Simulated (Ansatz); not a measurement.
Trisilane, H$_{8}$Si$_{3}$, relaxed with RKS PBE0-D4/def2-TZVP in Ansatz 0.2.0 from a PBE-D4/def2-SVP geometry. The force threshold is 0.005 eV/Å; the program also tests the step.

Charge 0, multiplicity 1.

Start:

```xyz
11

Si    1.439   -1.273   -0.327
Si   -0.675   -0.594    0.450
Si   -0.954    1.700    0.004
H     1.684   -2.737   -0.073
H     2.510   -0.475    0.368
H     1.537   -1.016   -1.808
H    -0.781   -0.844    1.933
H    -1.755   -1.386   -0.242
H    -0.845    1.940   -1.479
H     0.132    2.482    0.695
H    -2.291    2.203    0.479
```

```
step  energy (eV)  largest force (eV/Å)  largest move (Å)
   1  -23753.6010                 0.288             0.000
   2  -23753.6251                 0.078             0.023
   3  -23753.6263                 0.016             0.014
   4  -23753.6265                 0.007             0.006
   5  -23753.6266                 0.004             0.008
   6  -23753.6266                 0.001             0.010
```

End:

```xyz
11

Si    1.439   -1.277   -0.326
Si   -0.657   -0.578    0.438
Si   -0.958    1.700    0.005
H     1.654   -2.725   -0.062
H     2.509   -0.503    0.359
H     1.547   -1.038   -1.791
H    -0.764   -0.827    1.903
H    -1.725   -1.362   -0.244
H    -0.862    1.952   -1.458
H     0.103    2.487    0.691
H    -2.286    2.170    0.484
```

Run time 7.5 s (4 threads of an Intel Xeon 6975P-C on a shared host); peak host memory 0.38 GiB.
